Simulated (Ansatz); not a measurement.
Other spins and charges of HOB, singlet at one geometry

Geometry (PBE0/def2-TZVP stationary point for this spin, not checked as a minimum):

```xyz
3

B     0.0000    0.0000    1.1655
O     0.0000    0.0000   -0.1066
H     0.0000    0.0000   -1.0588
```

Basis 6-31G; Ansatz 0.2.0. Correlated methods freeze the noble-gas cores. R marks a restricted (for open shells ROHF) determinant, U an unrestricted one. Active spaces: valence = (10e, 9o) chosen from the atoms' valence shells.

Gaps are energies of the second state less the first, at fixed atoms, for a selection of the levels run; each method lands on the state that its own search finds for that charge and spin.

Triplet less singlet: 3.628 eV at UCCSDTQ.

```tsv
level	gap (eV)	error (meV)
UHF	2.738	-890
RMP2	3.385	-243
UMP2	3.365	-263
CISD	3.443	-185
BCCD(T)	3.627	-1
CISDTQ	3.614	-14
MRCISD (valence space)	3.514	-114
PBE	3.506	-122
r2SCAN	3.287	-341
wB97M-V	3.947	319
```

**Question.** PBE gives 9.167 eV for removing an electron, to the doublet. Estimate what full CI gives in 6-31G.

**Answer.** Full CI in 6-31G gives 8.799 eV, so against it PBE is off by 0.368 eV, of which a good part can be the reference's own basis and frozen-core error.

| level | gap (eV) | error (meV) |
| --- | --- | --- |
| UMP2 | 8.543 | -256 |
| CISD | 8.708 | -91 |
| UCCSD | 8.822 | 23 |
| BCCD(T) | 8.804 | 5 |
| RCCSDT(Q) | 8.802 | 3 |
| UCCSDT(Q) | 8.795 | -4 |
| CASSCF (valence space) | 8.098 | -701 |
| NEVPT2 (valence space) | 8.380 | -419 |
| r2SCAN | 9.084 | 285 |

In so small a basis the reference is far from its limit while semilocal and hybrid functionals are nearer theirs, so the functionals' errors here hold much of the reference's basis and frozen-core error, which can add to them or hide them.

The reference is named with each gap: full CI where it ran, else the highest cluster level, uncertain by about the last step of the series. The frozen core follows each run's orbitals, which can shift R against U totals by a few meV.
